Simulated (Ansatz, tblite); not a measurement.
Forces on NaF2⁻ at its r2SCAN-D4/def2-TZVPD geometry. The state is a singlet with charge -1.

The xTB rows come from tblite. The structure comes from a short search, and lower isomers may exist.

GFN1-xTB (tblite), largest force 0.47 eV/Å:

```xyz
3
positions Å, forces eV/Å
Na    0.000    0.000    0.000    0.000    0.000    0.000
F    -0.075   -1.963   -0.569    0.017    0.452    0.131
F     0.075    1.963    0.569   -0.017   -0.452   -0.131
```

GFN2-xTB (tblite), largest force 0.73 eV/Å:

```
Na 0.000 0.000 0.000
F 0.027 0.698 0.202
F -0.026 -0.698 -0.202
```

PBE-D4/def2-TZVPD (Ansatz), largest force 0.13 eV/Å:

```
Na 0.000 0.000 0.000
F -0.005 -0.126 -0.036
F 0.005 0.126 0.036
```
